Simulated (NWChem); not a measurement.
System: C2H3F; SMILES C=CF

Excerpt of the output:

```
             Northwest Computational Chemistry Package (NWChem) 7.3.0
             --------------------------------------------------------

                             Geometry "geometry" -> ""
                             -------------------------

 Output coordinates in angstroms (scale by  1.889725989 to convert to a.u.)

  No.       Tag          Charge          X              Y              Z
 ---- ---------------- ---------- -------------- -------------- --------------
    1 C                    6.0000    -0.23558900     1.17069400     0.00000000
    2 C                    6.0000     0.43054100     0.02499800     0.00000000
    3 F                    9.0000    -0.18663500    -1.17204300     0.00000000
    4 H                    1.0000    -1.31998800     1.19563800     0.00000000
    5 H                    1.0000     0.30727100     2.10867500     0.00000000
    6 H                    1.0000     1.51228300    -0.07657200     0.00000000

 Effective nuclear repulsion energy (a.u.)      67.3458671675

                              NWChem Property Module
                              ----------------------

  itol2e modified to match energy
  convergence criterion.

                                 NWChem DFT Module
                                 -----------------

 Summary of "ao basis" -> "ao basis" (spherical)
 ------------------------------------------------------------------------------
       Tag                 Description            Shells   Functions and Types
 ---------------- ------------------------------  ------  ---------------------
 C                          pcsseg-1                 7       17   3s3p1d
 F                          pcsseg-1                 7       17   3s3p1d
 H                          pcsseg-1                 3        5   2s1p

  itol2e modified to match energy
  convergence criterion.

            General Information
            -------------------
          SCF calculation type: DFT
          Wavefunction type:  closed shell.
          No. of atoms     :     6
          No. of electrons :    24
           Alpha electrons :    12
            Beta electrons :    12
          Charge           :     0
          Spin multiplicity:     1
          Use of symmetry is: off; symmetry adaption is: off
          Maximum number of iterations: 150
          AO basis - number of functions:    66
                     number of shells:    30
          Convergence on energy requested:  1.00D-07
          Convergence on density requested:  1.00D-05
          Convergence on gradient requested:  5.00D-04

              XC Information
              --------------
                          KT2 Method XC Functional
                        Slater Exchange Functional  1.072 local
                           KT1 gradient correction  1.000 non-local
            Perdew 1991 LDA Correlation Functional  0.577 local

             Grid Information
             ----------------
          Grid used for XC integration:  fine
          Radial quadrature: Mura-Knowles
          Angular quadrature: Lebedev.
          Tag              B.-S. Rad. Rad. Pts. Rad. Cut. Ang. Pts.
          ---              ---------- --------- --------- ---------
          C                   0.70       70           8.0       590
          F                   0.50       70          10.0       590
          H                   0.35       60          10.0       590
          Grid pruning is: on
          Number of quadrature shells:   390
          Spatial weights used:  Erf1

      Superposition of Atomic Density Guess
      -------------------------------------

 Sum of atomic energies:        -176.16859851

      Non-variational initial energy
      ------------------------------

 Total energy =    -177.440706
 1-e energy   =    -374.375678
 2-e energy   =     129.589105
 HOMO         =      -0.312800
 LUMO         =       0.035511

[...]

          -----------------------------------------
          Chemical Shielding Tensors (GIAO, in ppm)
          -----------------------------------------

                                NWChem CPHF Module
                                ------------------

  scftype          =     RHF
  nclosed          =       12
  nopen            =        0
  variables        =      648
  # of vectors     =        3
  tolerance        = 0.10D-03
  level shift      = 0.00D+00
  max iterations   =       50
  max subspace     =       30

 SCF residual:    2.8769158477977698E-005

Iterative solution of linear equations
  No. of variables      648
  No. of equations        3
  Maximum subspace       30
        Iterations       50
       Convergence  1.0D-04

   iter   nsub   residual    time
   ----  ------  --------  ---------
     1      3    1.81D-05      10.3

      Atom:    1  C
        Diamagnetic
    260.5024     -2.7921      0.0000
     -2.7921    268.6310     -0.0000
      0.0000     -0.0000    245.1909

        Paramagnetic
   -212.0759    -59.5376     -0.0000
    -59.5376   -199.1662      0.0000
     -0.0000      0.0000    -84.8624

        Total Shielding Tensor
     48.4265    -62.3297     -0.0000
    -62.3297     69.4647      0.0000
     -0.0000      0.0000    160.3285

           isotropic =      92.7399
          anisotropy =     101.3829

          Principal Components and Axis System
                 1           2           3
              160.3285    122.1567     -4.2655

      1        -0.0000     -0.6456      0.7637
      2         0.0000      0.7637      0.6456
      3         1.0000     -0.0000      0.0000

      Atom:    2  C
        Diamagnetic
    254.6504      0.6238      0.0000
      0.6238    267.4114      0.0000
      0.0000      0.0000    236.1657

        Paramagnetic
   -293.6423    -53.4018     -0.0000
    -53.4018   -224.9815      0.0000
     -0.0000      0.0000   -159.4989

        Total Shielding Tensor
    -38.9920    -52.7780     -0.0000
    -52.7780     42.4299      0.0000
     -0.0000      0.0000     76.6669

           isotropic =      26.7016
          anisotropy =      74.9479

          Principal Components and Axis System
                 1           2           3
               76.6669     68.3741    -64.9361

      1        -0.0000     -0.4412      0.8974
      2         0.0000      0.8974      0.4412
      3         1.0000     -0.0000      0.0000

      Atom:    3  F
        Diamagnetic
    471.1560     11.7889     -0.0000
     11.7889    488.1489     -0.0000
     -0.0000     -0.0000    467.6263

        Paramagnetic
   -294.4519     41.3668     -0.0000
     41.3668   -263.4186      0.0000
     -0.0000      0.0000   -105.8198

        Total Shielding Tensor
    176.7041     53.1557     -0.0000
     53.1557    224.7304      0.0000
     -0.0000      0.0000    361.8065

           isotropic =     254.4136
          anisotropy =     161.0892

          Principal Components and Axis System
                 1           2           3
              361.8065    259.0453    142.3892

      1        -0.0000      0.5424      0.8401
      2         0.0000      0.8401     -0.5424
      3         1.0000     -0.0000      0.0000

      Atom:    4  H
        Diamagnetic
     40.1989     -2.7305     -0.0000
     -2.7305     27.3955     -0.0000
     -0.0000     -0.0000     22.4999

        Paramagnetic
    -13.2117     -0.3431     -0.0000
     -0.3431     -0.3494      0.0000
     -0.0000      0.0000      3.0491

        Total Shielding Tensor
     26.9872     -3.0736     -0.0000
     -3.0736     27.0461     -0.0000
     -0.0000     -0.0000     25.5491

           isotropic =      26.5275
          anisotropy =       5.3444

          Principal Components and Axis System
                 1           2           3
               30.0904     25.5491     23.9429

      1        -0.7037     -0.0000      0.7105
      2         0.7105     -0.0000      0.7037
      3        -0.0000      1.0000      0.0000

      Atom:    5  H
        Diamagnetic
     28.1911      5.9173     -0.0000
      5.9173     39.8653     -0.0000
     -0.0000     -0.0000     23.3025

        Paramagnetic
     -2.7119     -6.9626      0.0000
     -6.9626    -10.9199      0.0000
      0.0000      0.0000      3.1763

        Total Shielding Tensor
     25.4792     -1.0453     -0.0000
     -1.0453     28.9454      0.0000
     -0.0000      0.0000     26.4788

           isotropic =      26.9678
          anisotropy =       3.4026

          Principal Components and Axis System
                 1           2           3
               29.2362     26.4788     25.1884

      1        -0.2680      0.0000      0.9634
      2         0.9634     -0.0000      0.2680
      3         0.0000      1.0000      0.0000

      Atom:    6  H
        Diamagnetic
     41.0216     -0.3676      0.0000
     -0.3676     26.2616     -0.0000
      0.0000     -0.0000     22.0675

        Paramagnetic
    -15.9772     -0.2550     -0.0000
     -0.2550      0.0573      0.0000
     -0.0000      0.0000      0.2032

        Total Shielding Tensor
     25.0444     -0.6226      0.0000
     -0.6226     26.3188      0.0000
      0.0000      0.0000     22.2707

           isotropic =      24.5446
          anisotropy =       3.0418

          Principal Components and Axis System
                 1           2           3
               26.5725     24.7907     22.2707

      1        -0.3773      0.9261     -0.0000
      2         0.9261      0.3773     -0.0000
      3         0.0000      0.0000      1.0000
```

Level: KT2/pcSseg-1, GIAO. All runs use the structure optimised with B3LYP/6-31G* (spherical d). The printed shielding anisotropy is the first printed principal value minus the mean of the other two.

Problem. Which NWChem input produces such a log?

Solution. One answer among several that fit: the input that was run:
```
start job
memory heap 200 mb stack 900 mb global 1100 mb
geometry units angstroms noautosym nocenter noautoz
  C     -0.235589     1.170694     0.000000
  C      0.430541     0.024998     0.000000
  F     -0.186635    -1.172043     0.000000
  H     -1.319988     1.195638     0.000000
  H      0.307271     2.108675     0.000000
  H      1.512283    -0.076572     0.000000
end
basis spherical
  * library pcsseg-1
end
dft
  xc kt2
  iterations 150
end
property
  shielding
end
task dft property
```
